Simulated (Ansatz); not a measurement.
Cartesian coordinates (Å):
SMILES: [SiH3][SiH3]
```xyz
8

Si    -1.1685    -0.0382     0.0108
Si     1.1685     0.0382    -0.0108
H     -1.6583    -1.0873    -0.9232
H     -1.7308     1.2734    -0.4091
H     -1.6611    -0.3514     1.3791
H      1.6583     1.0874     0.9232
H      1.6611     0.3513    -1.3791
H      1.7308    -1.2733     0.4092
```
Charge 0, spin multiplicity 1.

Level of theory: Ansatz (a quantum-chemistry and plane-wave program) with frozen-core CCSD(T)/cc-pVTZ // PBE0-D3(BJ)/def2-TZVP.

- HF energy: -581.37065 Ha
- MP2 correlation energy: -0.26451 Ha

Q: Estimate the CCSD correlation energy, the (T) correction, the total energy and the T1 diagnostic.

A: 
| Quantity | Result |
|---|---|
| CCSD correlation energy | -0.31479 Ha |
| (T) correction | -0.00934 Ha |
| CCSD(T) total energy | -581.69479 Ha |
| T1 diagnostic | 0.013 |
